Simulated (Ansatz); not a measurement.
The same path of H4OSi (6 atoms, charge 0, multiplicity 1) was run twice with different band settings. Lost on the way: Si1–H4. Made: O2–H4.

These are results of RKS PBE0/def2-SVP in Ansatz, not measurements.

Relaxed end points:

```xyz
6
Properties=species:S:1:pos:R:3
Si 0.302 -0.021 0.082
O 0.594 -0.114 1.719
H -0.173 -0.172 2.296
H 1.634 0.055 -0.575
H -0.501 1.190 -0.278
H -0.437 -1.220 -0.426
```

```xyz
6
Properties=species:S:1:pos:R:3
Si 0.039 0.187 -0.736
O 0.941 0.140 1.126
H 0.407 -0.303 1.798
H 1.789 -0.321 1.088
H -1.025 1.102 -0.123
H -0.730 -1.087 -0.335
```

Common settings: movable images 5; climbing image yes; spring 5.0 eV/Å²; optimiser quadratic models (default); start path through a guess of the saddle point; iteration limit 60; end points relaxed.

| run | force threshold |
| --- | --- |
| 1 | 0.05 eV/Å |
| 2 | 0.5 eV/Å |

Q: What does each run give, and how far can it be trusted?

A: Run 1: converged after 15 iterations, highest image 3.246 eV above the first end. Beside the main top the profile has a ripple of under 15 meV (maxima at images 1, 4), which may be a very shallow well or noise. Neighbouring images differ by up to 2.1 eV, so the band resolves the path poorly. A vibrational analysis at the climbing image gives one clearly imaginary mode, 1479i cm⁻¹: a first-order saddle point.
Run 2: converged after 15 iterations, highest image 3.269 eV above the first end. The threshold of 0.5 eV/Å is loose, so the images may lie well off the minimum-energy path. Beside the main top the profile has a ripple of under 15 meV (maxima at images 1, 4), which may be a very shallow well or noise. Neighbouring images differ by up to 2.1 eV, so the band resolves the path poorly. The order of the stationary point at the top wasn't checked.
The orbitals stay closed-shell, which can raise the energy where a bond breaks towards radicals; this wasn't checked here.
